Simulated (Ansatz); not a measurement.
# CH₂ClSi−: functionals against CCSD(T) at one geometry

The task here is to estimate one member of a computed series from the others.

The runs use Ansatz 0.2.0, Gaussian basis; single points in def2-TZVPPD.

Cores are frozen in the correlated methods.

## The system as given

SMILES `C=[Si-]Cl`, 5 atoms, charge -1, spin multiplicity 1.

Atoms are counted from 1 here; the program's logs count them from 0.

Bond lengths: C1–Si2 1.768 Å, C1–H4 1.258 Å, C1–H5 1.269 Å. Angles: Si2–C1–H4 126.3°, Si2–C1–H5 127.2°, H4–C1–H5 105.4°.

Coordinates:

| atom | x (Å) | y (Å) | z (Å) |
| --- | --- | --- | --- |
| C1 | -0.4836 | 0.5684 | -0.2891 |
| Si2 | -0.2275 | -0.3140 | 1.2215 |
| Cl3 | 1.6321 | -2.0475 | 0.6927 |
| H4 | -1.2158 | 1.5790 | -0.4464 |
| H5 | 0.1960 | 0.4759 | -1.3572 |

The first run:

run/in.yaml

```yaml
crystal:
  periodic: [false, false, false]
  atoms:
    - {symbol: C, position_ang: [-0.483600, 0.568400, -0.289100]}
    - {symbol: Si, position_ang: [-0.227500, -0.314000, 1.221500]}
    - {symbol: Cl, position_ang: [1.632100, -2.047500, 0.692700]}
    - {symbol: H, position_ang: [-1.215800, 1.579000, -0.446400]}
    - {symbol: H, position_ang: [0.196000, 0.475900, -1.357200]}
basis:
  gaussian: {orbitals: "def2-TZVPPD.json"}
total_charge: -1
correlation: {method: ccsd_t}
output: {forces: true}
```

The basis file named in the input lies beside it (Basis Set Exchange, JSON).

The command line of these runs was not kept.

Among the steps run: CCSD(T)/def2-TZVPPD; PBE0-D4/def2-TZVPPD; wB97M-V/def2-TZVPPD; r2SCAN-D4/def2-TZVPPD; PBE-D4/def2-TZVPPD; LC-wPBE/def2-TZVPPD; r2SCAN0-D4/def2-TZVPPD.

One table of the session follows, with a row left open; its other results are not shown here.

| method | RMS force component (eV/Å) | angle to CCSD(T) forces (°) |
| --- | --- | --- |
| CCSD(T) | 1.707 | reference |
| PBE0-D4 | 1.690 | 5.5 |
| wB97M-V | 1.679 | 7.8 |
| r2SCAN-D4 | 1.652 | 4.3 |
| PBE-D4 | 1.583 | 1.1 |
| LC-wPBE | ? | ? |
| r2SCAN0-D4 | 1.734 | 7.3 |

**Question.** Estimate the row for LC-wPBE.

The run gave: RMS force component (eV/Å): 1.739; angle to CCSD(T) forces (°): 11.2. In the column «RMS force component (eV/Å)» it is the highest.
